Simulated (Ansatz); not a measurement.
# CHNSi (triplet): wave-function methods side by side, cc-pVTZ

The task here is to estimate one member of a computed series from the others.

The runs use Ansatz 0.2.0, Gaussian basis; cc-pVTZ, core rule «outside noble gas», up to 7 orbitals frozen.

Plan: UHF; CCSD(T) on ROHF; CCSD(T) on UHF; BCCD(T) on ROHF; CCSDT(Q) on ROHF; CCSDT(Q) on UHF.

6 further runs of the same task are left out: 6 set aside as unsound or not needed.

### The geometry

The geometry is a PBE0/def2-TZVP stationary point (not a proven minimum).

4 atoms, charge 0, spin multiplicity 3.

Atoms are counted from 1 here; the program's logs count them from 0.

Bond lengths: C1–N2 1.210 Å, C1–H4 1.080 Å, N2–Si3 1.677 Å. Angles: N2–C1–H4 141.6°, C1–N2–Si3 175.8°.

The first run:

File in.yaml:

```yaml
crystal:
  periodic: [false, false, false]
  atoms:
    - {symbol: C, position_ang: [0.000003, -0.203741, 0.797438]}
    - {symbol: N, position_ang: [-0.000006, -0.103756, -0.408858]}
    - {symbol: Si, position_ang: [0.000001, -0.087034, -2.085648]}
    - {symbol: H, position_ang: [0.000003, 0.394532, 1.697068]}
basis:
  gaussian: {orbitals: cc-pVTZ}
magnetization: {spin_polarized: true, initial_magnetization: 2}
hamiltonian: {xc: hf}
output: {orbitals: {seedname: orbitals}}
```

Launch:

```console
$ ansatz run in.yaml --threads 1 --pin off --events-out ev --progress --plain --max-ram 4096MiB --backend cpu
```

Among the steps run: UHF; CCSD(T) on ROHF; CCSD(T) on UHF; BCCD(T) on ROHF; CCSDT(Q) on ROHF; CCSDT(Q) on UHF.

One table of the session follows, with a row left open; its other results are not shown here.

```
   method  from RCCSDT(Q) (kJ/mol)
     ROHF                        ?
      UHF                  +1200.6
     RMP2                   +141.5
     UMP2                   +166.3
    RCCSD                    +76.8
    UCCSD                    +73.5
 RCCSD(T)                     +9.7
 UCCSD(T)                    +10.6
  BCCD(T)                     +8.5
   RCCSDT                     +6.4
   UCCSDT                     +5.8
RCCSDT(Q)                        0
UCCSDT(Q)                     -0.4
```

Estimate the missing values for ROHF.

The run gave: from RCCSDT(Q) (kJ/mol): +1256.3. In the column «from RCCSDT(Q) (kJ/mol)» it is the highest.

With the free atoms at the same levels and basis (separate runs), the atomisation energy is 13.992 eV at RCCSDT(Q), 13.937 eV at RCCSD(T), 13.920 eV at UCCSD(T), 8.965 eV at ROHF.

Caveats from the session: Warnings: spin contamination; large T1 diagnostic. Restricted and unrestricted rows rest on different reference determinants; where their highest levels disagree by more than a few hundredths of an eV, they describe different states and don't form one ladder.
